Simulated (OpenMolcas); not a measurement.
# A ladder of methods for P2H2 (phosphanylidenephosphane)

The species is P2H2 (4 atoms), meant as a singlet with charge 0. As SMILES, `[H]/P=P/[H]`. The coordinates come from a GFN2-xTB relaxation.

```xyz
4

P    -0.0244   -1.0036    0.0883
P     0.0244    1.0035   -0.0883
H     1.0373   -1.0676    1.0033
H    -1.0373    1.0677   -1.0034
```

Each level gives the energy change with the P2–H4 bond stretched from 1.403 to 2.105 Å (eV). The values are calculated.

| level | kind | program | value (eV) | less FCI/STO-3G | CPU time (all runs) |
| --- | --- | --- | --- | --- | --- |
| SVWN5/STO-3G (restricted) | LDA | OpenMolcas | 2.51 | +0.18 | 5.3 s |
| PBE/STO-3G (restricted) | GGA | OpenMolcas | 2.38 | +0.05 | 6.1 s |
| r2SCAN/STO-3G (restricted) | meta-GGA | OpenMolcas | 2.58 | +0.25 | 7.7 s |
| B3LYP/STO-3G (restricted) | global hybrid | OpenMolcas | 2.61 | +0.28 | 6 s |
| PBE0/STO-3G (restricted) | global hybrid | OpenMolcas | 2.78 | +0.45 | 5.7 s |
| B2PLYP/STO-3G (restricted) | double hybrid | OpenMolcas | 2.73 | +0.40 | 5.4 s |
| ACPF/STO-3G (restricted) | coupled cluster or CI | OpenMolcas | 2.21 | -0.12 | 2.9 s |
| FCI/STO-3G | exact in the basis | OpenMolcas | 2.33 | 0.00 | 7.2 s |

FCI/STO-3G is exact within its basis and frozen core, so for wave-function methods in that basis the difference is their error; functionals converge differently with the basis, so for them it is only a difference. The first shape isn't each level's own minimum. The values span 2.21 to 2.78 eV. All rows use very small basis sets, so even the best lies far from the true value. Times are those of the runs behind each value, whatever else they computed, on shared processors of several kinds: orders of magnitude only.
